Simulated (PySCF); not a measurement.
## Level of theory and bond dissociation enthalpies: pyrazine

Structure: `c1cnccn1` (C4H4N2). Atom numbers as in the mapped SMILES `[cH:1]1[cH:2][n:3][cH:4][cH:5][n:6]1`. These are map numbers, not IUPAC locants.

All levels share the PBE0-D3(BJ)/def2-SVP structures and the PBE0-D3(BJ)/def2-SVP thermal terms; only the single-point energies (PySCF) change. Values are bond dissociation enthalpies (298 K, kJ/mol).

```jsonl
{"level": "OPBE/def2-TZVP", "C1–H": "423", "time": "44 s"}
{"level": "M06-L/def2-TZVP (grid 3)", "C1–H": "427", "time": "82 s"}
{"level": "PBE0-D3(BJ)/def2-SV(P)", "C1–H": "430", "time": "6.9 s"}
{"level": "PBE0-D3(BJ)/def2-TZVP", "C1–H": "435", "time": "–"}
{"level": "PBE0-D3(BJ)/ma-def2-TZVP", "C1–H": "435", "time": "34 s"}
{"level": "PBE0-D3(BJ)/cc-pVTZ", "C1–H": "436", "time": "31 s"}
{"level": "BP86-D3(BJ)/def2-TZVP", "C1–H": "436", "time": "42 s"}
{"level": "PBE0-D3(BJ)/def2-SVP", "C1–H": "436", "time": "8 s"}
{"level": "PBE0-D3(BJ)/aug-pcseg-1", "C1–H": "436", "time": "18 s"}
{"level": "PBE0-D3(BJ)/6-311+G**", "C1–H": "437", "time": "16 s"}
{"level": "PBE0-D3(BJ)/6-311++G(2d,2p)", "C1–H": "437", "time": "24 s"}
{"level": "PBE0-D3(BJ)/ma-def2-SVP", "C1–H": "437", "time": "11 s"}
{"level": "PBE0-D3(BJ)/pcseg-1", "C1–H": "437", "time": "7.4 s"}
{"level": "TPSSh-D3(BJ)/def2-TZVP (grid 3)", "C1–H": "439", "time": "61 s"}
{"level": "PBE0-D3(BJ)/6-31G*", "C1–H": "439", "time": "7 s"}
{"level": "M06/def2-TZVP (grid 3)", "C1–H": "439", "time": "69 s"}
{"level": "B3LYP-D3(BJ)/def2-TZVP", "C1–H": "441", "time": "28 s"}
{"level": "PBE0-D3(BJ)/6-31G", "C1–H": "446", "time": "4.7 s"}
{"level": "ωB97X-D3(BJ)/def2-TZVP", "C1–H": "449", "time": "32 s"}
{"level": "ωB97M-D3(BJ)/def2-TZVP (grid 3)", "C1–H": "453", "time": "67 s"}
{"level": "LDA/def2-TZVP", "C1–H": "465", "time": "34 s"}
```

Times are wall times for all single points of a level on 1 thread of Arm Neoverse V1, a shared host; the dash marks the run that also made the structures. BP86, LDA, M06-L, OPBE ran on a slower path of this set-up, which computes the density-fitting integrals anew in every SCF cycle while the other levels store them. So the times needn't show the usual order of cost, and those levels read slower than they are.

The spread: 42 kJ/mol, from 423 to 465.
